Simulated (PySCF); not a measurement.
Process, species as SMILES: FCF + 2 [H][H] (H2) → C (CH4) + 2 F (HF)
B3LYP-D3(BJ)/def2-TZVP geometries, fixed; electronic energies without zero-point terms.

Effect of the grid level at r2SCAN/aug-cc-pVTZ with PySCF, against the last row, where the energy of full hydrogenation is -42.38 kcal/mol. Cost is core time over that of grids.level: 0, rough, on shared machines of one kind.

```
setting         grid points, largest species  largest shift of a total energy (mEh)  shift of the energy of full hydrogenation (kcal/mol)  cost
--------------  ----------------------------  -------------------------------------  ----------------------------------------------------  ----
grids.level: 0                          4504                                -23.612                                                -7.405    1×
grids.level: 1                         20728                                 -0.294                                                -0.080    1×
grids.level: 2                         45160                                 -0.061                                                -0.014    2×
grids.level: 3                         62264                                  0.018                                                -0.005    2×
grids.level: 4                        117696                                  0.007                                                 0.001    3×
grids.level: 5                        177816                                  0.001                                                -0.001    4×
grids.level: 7                        364832                                  0.000                                                 0.000    7×
```

Within 0.05 kcal/mol in the energy of full hydrogenation: grids.level: 2; grids.level: 3; grids.level: 4; grids.level: 5. The largest shift is 23.612 mEh in a total energy and 7.405 kcal/mol in the difference.
